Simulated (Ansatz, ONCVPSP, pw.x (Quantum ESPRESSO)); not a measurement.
# Cl (Z = 17): one change to the ONCV potential, in the atom and in the fcc crystal

```json
{"Element": "Cl", "Generator": "ONCVPSP 4.0.1", "Type": "optimised norm-conserving Vanderbilt (ONCV)", "Functional": "PBEsol", "Relativity": "scalar-relativistic", "Frozen core": "[Ne]", "Valence charge": "7", "Reference configuration": "3s1 3p6", "Partial waves": "3s: rc 1.15 bohr, ncon 4, nbas 8, qcut 5.2 1/bohr, local; 3p: rc 1.15 bohr, ncon 3, nbas 8, qcut 6.7 1/bohr, 1 projector", "Local potential": "the s channel", "Core correction": "none"}
```

Change: s: nproj 1; local potential polynomial inside 1.05 bohr (lpopt 5, dvloc0 0 Ha).

Cutoffs, loose and tight: the cutoffs (Ha) at which the residual kinetic energy of the hardest occupied pseudo-wave falls to 1 and 0.1 mHa per electron. They do not see the model core or the augmentation charge, which bear on the density cutoff. Test errors are all-electron minus pseudo excitation energies from the reference, over the configurations 3s2 3p5; 3s2 3p4; 3s2 3p3; 3s1 3p5; variants that change the core or the reference have their own tests.

Crystal test: fcc Cl in pw.x 7.5, no spin, 13³ k-points, Fermi–Dirac smearing 0.01 Ry, cutoffs set for each file from its atomic test. The reference is all-electron LAPW (Ansatz 0.2.0) with the same functional, mesh and smearing; V0 and B0 come from Birch–Murnaghan fits to the pressures at five volumes. Errors are pseudo minus all-electron; Δ is the rms difference of the E(V) curves that follow from these fits, minima aligned, over ±6 % about the mean V0. Mesh and smearing are coarse, so the numbers serve the comparison and aren't converged zero-temperature values; the lattice is a test structure that the element need not adopt.

All-electron: a0 = 4.256 Å (V0 = 19.28 Å³/atom), B0 = 41.8 GPa.

Problem. Does the change bring the crystal closer to the all-electron result?

Solution. The mean pressure error goes from +2.07 to +0.44 GPa, so the change moves the solid closer to the all-electron pressures.

| quantity | base | changed |
| --- | --- | --- |
| outcome (atom) | generated | generated |
| cutoff, loose (atom) | 18 Ha | 18 Ha |
| cutoff, tight (atom) | 54 Ha | 54 Ha |
| bound ghosts (atom) | none | none |
| largest test error (meV) (atom) | +13 | +19 |
| cutoffs in pw.x (Ry) | 125/500 | 125/500 |
| a0 (Å) | 4.320 | 4.271 |
| a0 error (%) | +1.51 | +0.34 |
| B0 error (%) | -3.2 | +0.4 |
| Δ (meV/atom) | 8.0 | 1.8 |
| mean pressure error (GPa) | +2.07 | +0.44 |

Base: This is a poor potential for the solid.
